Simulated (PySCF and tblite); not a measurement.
Values are calculated unless marked as measured or tabulated.
Molecule: C₆H₁₂, numbered as in [CH3:1][CH:2]1[CH2:3][CH2:4][CH2:5][CH2:6]1.

The ring 2–3–4–5–6 is held at Altona–Sundaralingam phase angles P (ν_j = ν_max cos(P + 144°(j − 2)), ν_j about the bond from ring atom j to j + 1, counted from 0) and the rest relaxed at GFN2-xTB. Energies: CAM-B3LYP/pcSseg-1 + D3(BJ). (tblite 0.8, PySCF 2.14.)

**Question.** Give the DFT energy and dipole along the phase angle P.

**Answer.** 
```csv
phase angle P °,E kcal/mol,dipole D,amplitude °
0,0.52,0.09,42
36,0.24,0.09,42
72,0.00,0.09,42
108,0.04,0.09,42
144,0.23,0.09,42
180,0.53,0.10,42
216,0.83,0.08,41
252,0.77,0.08,40
288,0.78,0.08,40
324,0.83,0.08,41
```

**Question.** How free is the pseudorotation?

**Answer.** The sampled points span 0.83 kcal/mol, from P = 72° to P = 216°; RT at 298 K is 0.59 kcal/mol, so it is hindered but fast.
